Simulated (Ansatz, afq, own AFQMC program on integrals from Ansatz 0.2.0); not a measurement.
# CH₃BN, doublet: AFQMC among the cluster methods

| atom | x (Å) | y (Å) | z (Å) |
| --- | --- | --- | --- |
| B | -2.1304 | 0.0000 | 0.0000 |
| H | -2.7271 | 1.0336 | 0.0000 |
| H | -2.7271 | -1.0336 | 0.0000 |
| H | -0.7384 | 0.0000 | 0.0000 |
| N | 1.6607 | 0.0000 | 0.0000 |
| C | 0.5006 | 0.0000 | 0.0000 |

Connectivity, by distances: BH2 ··· N–C, 1 bridging H.

Basis cc-pVDZ. Only valence electrons are correlated. AFQMC by an in-house program on the Cholesky factors that Ansatz 0.2.0 writes for its CCSD(T) run. ph-AFQMC/CISD is guided by a CISD state made of CCSD amplitudes; releasing the constraint for a short imaginary time cuts its bias at the price of noise, slowly where states lie close. Error bars are statistical, one sigma.

Determinant: ROHF, the one that the program's search chose, which needn't be the lowest solution. The geometry is a point of a scan.

No full CI on the walks' own integrals is used here; CCSDT(Q) serves as the reference and is uncertain by about the last step of the cluster series.

Cautions: a spin-contaminated unrestricted determinant lies lower (UHF 261 meV lower, ⟨S²⟩ 0.95).

The T1 diagnostic is 0.0219 and the weight of the determinant in the CISD state is 0.837. The size of the correlated space is 15 electrons in 54 orbitals.

```csv
level,correlation energy (eV)
MP2,-10.0944
CCSD,-10.8637
CCSD(T),-11.2791
```

(1) Estimate where AFQMC with the constraint released lies against CCSD(T) on the same integrals.

(1) 2.41 ± 0.28 mEh below CCSD(T).

Reference: CCSDT(Q), correlation energy -11.342 eV. The released energy is read at 1.50 1/Eh (meV from the phaseless value at times in 1/Eh: -13 ± 7 at 0.24, -9 ± 5 at 0.51, -13 ± 8 at 0.99, -18 ± 8 at 1.50).

| level | E − E(reference) (mEh) | share of correlation (%) |
| --- | --- | --- |
| CCSD(T) | 2.31 | 99.44 |
| CCSDT | 1.65 | 99.61 |
| ph-AFQMC/HF | 0.18 ± 1.43 | 99.96 |
| ph-AFQMC/CISD | 0.58 ± 0.29 | 99.86 |
| released AFQMC | -0.10 ± 0.28 | 100.02 |

A walk keeps the symmetry of its determinant, which the program's search chose and which needn't be the lowest solution, so a lower state of the same spin and another symmetry isn't excluded. Released energies are given only where the last usable release times agree within the noise; a slower fall can still hide under it.
